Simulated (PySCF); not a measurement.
# SiH2F (SMILES F[SiH2]) at UCCSDT/STO-6G

Aim: the vertical ionisation energy of SiH2F at UCCSDT/STO-6G, from 2 runs. 

The calculation is run with PySCF 2.14.0.

10 further runs of the same task are left out: 10 set aside as unsound or not needed.

## (1) The system as given

SiH2F: 4 atoms, total charge 0, spin state doublet. SMILES: `F[SiH2]`. The coordinates come from a GFN2-xTB relaxation.

Bond lengths: F1–Si2 1.621 Å, Si2–H3 1.448 Å, Si2–H4 1.448 Å. Angles: F1–Si2–H3 104.7°, F1–Si2–H4 104.7°, H3–Si2–H4 120.2°.

## (2) A single-point energy at UCCSDT/STO-6G

Contents of run.py:

```python
from pyscf import gto, scf, cc

mol = gto.M(
    atom='''
F        1.205590       0.647540      -0.425510
Si      -0.122150      -0.264920      -0.246870
H       -1.219930       0.678520      -0.261640
H        0.136490      -1.061140       0.934020
''',
    spin=1,
    verbose=4,
    max_memory=1860,
    basis='sto-6g',
)

mf = scf.UHF(mol)
mf.conv_tol = 1e-10
mf.kernel()
if not mf.converged:
    mf = mf.newton().run(mf.mo_coeff, mf.mo_occ)

mycc = cc.CCSDT(mf, frozen=6)
mycc.kernel()
etot = mycc.e_tot
print('E(%s) = %.9f' % ('CCSDT', etot))
```

Launch:

```bash
$ OMP_NUM_THREADS=1 python run.py
```

What it wrote:

```text
PySCF version 2.14.0

[INPUT] num. atoms = 4
[INPUT] num. electrons = 25
[INPUT] charge = 0
[INPUT] spin (= nelec alpha-beta = 2S) = 1
[INPUT] symmetry False subgroup None
[INPUT] Mole.unit = angstrom
[INPUT] Symbol           X                Y                Z      unit          X                Y                Z       unit  Magmom
[INPUT]  1 F      1.205590000000   0.647540000000  -0.425510000000 AA    2.278234918514   1.223673254701  -0.804097363264 Bohr   0.0
[INPUT]  2 Si    -0.122150000000  -0.264920000000  -0.246870000000 AA   -0.230830046116  -0.500626244920  -0.466516688371 Bohr   0.0
[INPUT]  3 H     -1.219930000000   0.678520000000  -0.261640000000 AA   -2.305333591141   1.282216970040  -0.494427943231 Bohr   0.0
[INPUT]  4 H      0.136490000000  -1.061140000000   0.934020000000 AA    0.257928718742  -2.005263979821   1.765041994866 Bohr   0.0

nuclear repulsion = 55.4994572990351
number of shells = 10
number of NR pGTOs = 96
number of NR cGTOs = 16
basis = sto-6g
ecp = {}

[... 65 lines left out ...]
converged SCF energy = -387.968388795429  <S^2> = 0.75156017  2S+1 = 2.0015596
[... 17 lines left out ...]
WARN: A large `blksize_v_aaa` is being used, which may cause large memory consumption
[... 3 lines left out ...]
WARN: A large `blksize_v_aab` is being used, which may cause large memory consumption
[... 11 lines left out ...]
Init t2, MP2 energy = -0.0453470100596812
[... 18 lines left out ...]
UCCSDT converged
[... 3 lines left out ...]
E(CCSDT) = -388.034553308
```

It took 2 s on 1 thread of Arm Neoverse N1, shared host; peak memory 0.1 GiB.

## (3) The singlet cation at the same level

Contents of job.py:

```python
from pyscf import gto, scf, cc

molecule = gto.M(
    atom='''
F      1.205590     0.647540    -0.425510
Si    -0.122150    -0.264920    -0.246870
H     -1.219930     0.678520    -0.261640
H      0.136490    -1.061140     0.934020
''',
    basis='sto-6g',
    verbose=4,
    charge=1,
    max_memory=1860,
)

mf = scf.RHF(molecule)
mf.conv_tol = 1e-10
mf.kernel()
if not mf.converged:
    mf = mf.newton().run(mf.mo_coeff, mf.mo_occ)

mycc = cc.CCSDT(mf, frozen=6)
mycc.kernel()
etot = mycc.e_tot
print('Final energy', etot)
```

Launch:

```bash
$ OMP_NUM_THREADS=1 python job.py
```

What it wrote:

```text
PySCF version 2.14.0

[INPUT] num. atoms = 4
[INPUT] num. electrons = 24
[INPUT] charge = 1
[INPUT] spin (= nelec alpha-beta = 2S) = 0
[INPUT] symmetry False subgroup None
[INPUT] Mole.unit = angstrom
[INPUT] Symbol           X                Y                Z      unit          X                Y                Z       unit  Magmom
[INPUT]  1 F      1.205590000000   0.647540000000  -0.425510000000 AA    2.278234918514   1.223673254701  -0.804097363264 Bohr   0.0
[INPUT]  2 Si    -0.122150000000  -0.264920000000  -0.246870000000 AA   -0.230830046116  -0.500626244920  -0.466516688371 Bohr   0.0
[INPUT]  3 H     -1.219930000000   0.678520000000  -0.261640000000 AA   -2.305333591141   1.282216970040  -0.494427943231 Bohr   0.0
[INPUT]  4 H      0.136490000000  -1.061140000000   0.934020000000 AA    0.257928718742  -2.005263979821   1.765041994866 Bohr   0.0

nuclear repulsion = 55.4994572990351
number of shells = 10
number of NR pGTOs = 96
number of NR cGTOs = 16
basis = sto-6g
ecp = {}

[... 41 lines left out ...]
converged SCF energy = -387.74552548759
[... 16 lines left out ...]
WARN: A large `blksize` is being used, which may cause large memory consumption
[... 3 lines left out ...]
WARN: A large `blksize_oovv` is being used, which may cause large memory consumption
[... 3 lines left out ...]
WARN: A large `blksize_oooo` is being used, which may cause large memory consumption
[... 13 lines left out ...]
Init t2, MP2 energy = -387.816524253485  E_corr(MP2) -0.070998765895
[... 21 lines left out ...]
RCCSDT converged
[... 3 lines left out ...]
Final energy -387.84890872323007
```

Wall time 1.7 s (1 thread of Arm Neoverse N1, shared host); peak memory 0.1 GiB.

## (4) Results

At UCCSDT/STO-6G, 6 core orbitals frozen:

```
                                                                 quantity          value
                                              doublet SiH2F: total energy  -388.03455 Eh
                      doublet SiH2F: dipole moment (Hartree–Fock density)         1.63 D
doublet SiH2F: HOMO energy (Hartree–Fock orbitals) (highest over α and β)       -6.48 eV
 doublet SiH2F: LUMO energy (Hartree–Fock orbitals) (lowest over α and β)        6.22 eV
               doublet SiH2F: correlation energy (6 core orbitals frozen)      -66.2 mEh
                         doublet SiH2F: ⟨S²⟩ of the reference determinant          0.752
                                             doublet SiH2F: T1 diagnostic          0.015
                                             singlet cation: total energy  -387.84891 Eh
                      singlet cation: HOMO energy (Hartree–Fock orbitals)      -19.47 eV
                      singlet cation: LUMO energy (Hartree–Fock orbitals)       -5.55 eV
                    singlet cation: HOMO–LUMO gap (Hartree–Fock orbitals)       13.91 eV
              singlet cation: correlation energy (6 core orbitals frozen)     -103.4 mEh
                                            singlet cation: T1 diagnostic          0.042
                       vertical ionisation energy (to the singlet cation)       5.052 eV
```

Removing an electron at fixed nuclei costs 5.05 eV (116 kcal/mol). Only the singlet of the ionised species was computed; a triplet could lie lower. In a minimal basis such a difference can be off by several eV, whatever the method. Mulliken charges (doublet SiH2F) of the mean-field density run from -0.35 on F1 to +0.70 on Si2; they depend strongly on the basis. The T1 diagnostic (singlet cation) of 0.042 is above the customary mark for such species, so a single reference may not serve.
